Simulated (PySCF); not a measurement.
# Oxygen: a sound run and one with changed settings

Sound run: O [He] 2s2 2p4, O+ [He] 2s2 2p3. All numbers are calculated (PySCF 2.14, no relativity, point nucleus, in def2-SVP). In the sound run the correlated levels freeze 1s2. The sound run starts from symmetry-adapted Hartree-Fock orbitals and uses a fine grid where one is needed.

Changed run: initial guess 1e, at most 50 SCF cycles, level shift 2.0 hartree.

| species | method | sound run (hartree) | changed run (hartree) | converged |
| --- | --- | --- | --- | --- |
| O | UHF | -74.72010 | -74.72010 | yes |
| O | M06-L | -74.99369 | -74.99369 | yes |
| O | TPSS | -75.01076 | -75.01076 | yes |
| O | MP2 | -74.82140 | -74.77489 | yes |
| O | CCSD(T) | -74.83747 | -74.83747 | yes |
| O+ | UHF | -74.27607 | -74.27607 | yes |
| O+ | M06-L | -74.48301 | -74.48301 | yes |
| O+ | TPSS | -74.49977 | -74.49977 | yes |
| O+ | MP2 | -74.34500 | -74.31422 | yes |
| O+ | CCSD(T) | -74.36051 | -74.36051 | yes |

Ionisation energy of O:

| method | sound run (eV) | changed run (eV) |
| --- | --- | --- |
| UHF | 12.083 | 12.083 |
| M06-L | 13.896 | 13.896 |
| TPSS | 13.905 | 13.905 |
| MP2 | 12.963 | 12.535 |
| SCS-MP2 | 12.985 | 12.556 |
| CCSD | 12.972 | 12.972 |
| CCSD(T) | 12.979 | 12.979 |

A level shift leaves the converged SCF energy unchanged but raises the virtual orbital energies, which shrinks MP2 if it is not removed.

For comparison, NIST gives 13.618 eV between the lowest levels.
